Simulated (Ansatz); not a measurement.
Reaction (SMILES): [SiH2] (SiH2) (closed-shell singlet) → 2 H atom + Si atom
B3LYP-D3(BJ)/def2-TZVP geometries, fixed; electronic energies without zero-point terms.
Largest species:
```
Si
H 1 1.5232
H 1 1.5232 2 91.51
```

Energies in hartree at B3LYP with Ansatz (a quantum-chemistry and plane-wave program); the atomisation energy is their sum with the coefficients shown, times 627.509 kcal/mol a hartree. All functions are spherical. The program fits the integrals of some runs and decomposes those of others, by size. Open shells are unrestricted. No added dispersion term, no relativity.

```
species                               coefficient   part  aug-cc-pV(D+d)Z  aug-cc-pV(T+d)Z  aug-cc-pV(Q+d)Z
------------------------------------  -----------  -----  ---------------  ---------------  ---------------
[SiH2] (SiH2) (closed-shell singlet)           -1  B3LYP       -290.63460       -290.64621       -290.64953
H atom                                         +2  B3LYP         -0.50166         -0.50226         -0.50239
Si atom                                        +1  B3LYP       -289.38990       -289.39680       -289.39919
```

Task: Predict the atomisation energy in aug-cc-pV(5+d)Z (X = 5): let each B3LYP step shrink by the ratio of the last two. Compare with the run.

Result: 
- [SiH2] (SiH2) (closed-shell singlet): steps -0.01161 and -0.00332, ratio 0.286, so B3LYP -290.65048 (run: -290.65208).
- H atom: steps -0.00060 and -0.00013, ratio 0.217, so B3LYP -0.50242 (run: -0.50244).
- Si atom: steps -0.00690 and -0.00239, ratio 0.346, so B3LYP -289.40002 (run: -289.40192).
Predicted 154.13 kcal/mol; the run in aug-cc-pV(5+d)Z gives 153.92, a miss of 0.21. Keeping the value in aug-cc-pV(Q+d)Z, 154.09, would miss by 0.18. All sums are of the energies as printed.
